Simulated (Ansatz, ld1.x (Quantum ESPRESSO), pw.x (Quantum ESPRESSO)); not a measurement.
# What a changed setting does to a pw.x run (fcc H)

Potential: norm-conserving Troullier–Martins (Kleinman–Bylander form), ld1.x (Quantum ESPRESSO) 7.5, PBEsol; core none, reference 1s1; waves: 2p channel at 0.13 Ry: rc 1.20 bohr; 1s (bound): rc 1.30 bohr; local part: the s channel; core correction: none.

The reference run (k-mesh 18³, cutoffs 45/180 Ry, Fermi–Dirac 0.01 Ry, mixing_beta 0.4, conv_thr 1e-9, no spin) gives 0.56 GPa at 2.917 Å³/atom, where all-electron LAPW gives -0.10 GPa. This run, with its own iteration cap, changes smearing to gauss.

```
&control
  calculation='scf', prefix='x', pseudo_dir='./', outdir='./tmp', tstress=.true., disk_io='none'
/
&system
  ibrav=0, nat=1, ntyp=1, ecutwfc=45, ecutrho=180, nbnd=7,
  occupations='smearing', smearing='gauss', degauss=0.01
/
&electrons
  conv_thr=1e-09, mixing_beta=0.4, electron_maxstep=50
/
ATOMIC_SPECIES
H 1.0 H.UPF
CELL_PARAMETERS angstrom
  0.00000000 1.13405855 1.13405855
  1.13405855 0.00000000 1.13405855
  1.13405855 1.13405855 0.00000000
ATOMIC_POSITIONS crystal
H 0.0000 0.0000 0.0000
K_POINTS automatic
18 18 18 0 0 0
```

```bash
pw.x < H.scf.in > H.scf.out
```

Problem. How does the run end?

Solution. It converges in 3 iterations; the free energy moves by +2.5 meV/atom and the pressure by -0.09 GPa. Gaussian smearing of the same width is narrower in effect than Fermi–Dirac, so its quadratic term in F is smaller.

```
Message from routine setup:
     using ibrav=0 with symmetry is DISCOURAGED, use correct ibrav instead
     lattice parameter (alat)  =       3.0307  a.u.
     unit-cell volume          =      19.6849 (a.u.)^3
     number of electrons       =         1.00
     number of Kohn-Sham states=            7
     kinetic-energy cutoff     =      45.0000  Ry
     charge density cutoff     =     180.0000  Ry
     scf convergence threshold =      1.0E-09
     Exchange-correlation= PBESOL
     number of k points=   195  Gaussian smearing, width (Ry)=  0.0100
     iteration #  1     ecut=    45.00 Ry     beta= 0.40
     total energy              =      -1.06983035 Ry
     estimated scf accuracy    <       0.00000827 Ry
     iteration #  2     ecut=    45.00 Ry     beta= 0.40
     total energy              =      -1.06983222 Ry
     estimated scf accuracy    <       0.00000305 Ry
     iteration #  3     ecut=    45.00 Ry     beta= 0.40
     the Fermi energy is     3.9832 ev
!    total energy              =      -1.06983225 Ry
     estimated scf accuracy    <          6.6E-11 Ry
     smearing contrib. (-TS)   =      -0.00007090 Ry
     The total energy is F=E-TS. E is the sum of the following terms:
     one-electron contribution =       0.64700587 Ry
     hartree contribution      =       0.01640165 Ry
     xc contribution           =      -0.66346899 Ry
     ewald contribution        =      -1.06969988 Ry
     convergence has been achieved in   3 iterations
          total   stress  (Ry/bohr**3)                   (kbar)     P=        4.69
     Message from routine punch:
     Nothing written, as per user request (disk_io='none')
```

The run took about 1.1 s on one core of a shared host (Neoverse-V1, 32 threads, 247 GiB, load 27).
